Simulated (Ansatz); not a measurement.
System: hcp Be. Method: r²SCAN-D4 in Ansatz (PAW).

Run with plane-wave cutoff 560 eV, 30×30×16 k mesh (along the axes of the cell as run), Fermi–Dirac smearing 0.05 eV, scalar-relativistic PAW data made under PBE.

Cell (relaxed at this level):

```cif
data_Be2
_chemical_formula_sum 'Be2'
_space_group_name_H-M_alt 'P63/mmc'
_space_group_IT_number 194
_space_group_name_Hall '-P 6c 2c'
_cell_length_a 2.25825
_cell_length_b 2.25825
_cell_length_c 3.55699
_cell_angle_alpha 90.000
_cell_angle_beta 90.000
_cell_angle_gamma 120.000
loop_
_atom_site_label
_atom_site_type_symbol
_atom_site_symmetry_multiplicity
_atom_site_Wyckoff_symbol
_atom_site_fract_x
_atom_site_fract_y
_atom_site_fract_z
_atom_site_occupancy
Be1 Be 2 c 0.33333 0.66667 0.25000 1
```

Task: Estimate the bulk modulus and pressure derivative B′ of the bulk modulus that the calculation returns.

Result: 
* **bulk modulus**: 126 GPa
* **pressure derivative B′ of the bulk modulus**: 3.3

The run finds no gap.

Measured, for comparison: bulk modulus 117 GPa (room temperature, not corrected to a static lattice, our sources range from 97.2 to 117; as tabulated in arXiv:2410.04971). Computed (rounded) less measured: bulk modulus not scored (sources differ). A static lattice is as a rule a little smaller and stiffer than an uncorrected measurement, which narrows the difference in the bulk modulus and would widen misses of the other sign.

Note: the bulk modulus comes from volumes at which shape and atoms were relaxed.

The computed numbers hold no vibrational or temperature effects.

Cost on a shared machine: very roughly 3 core-minutes.

Ansatz is a program for electronic structure.
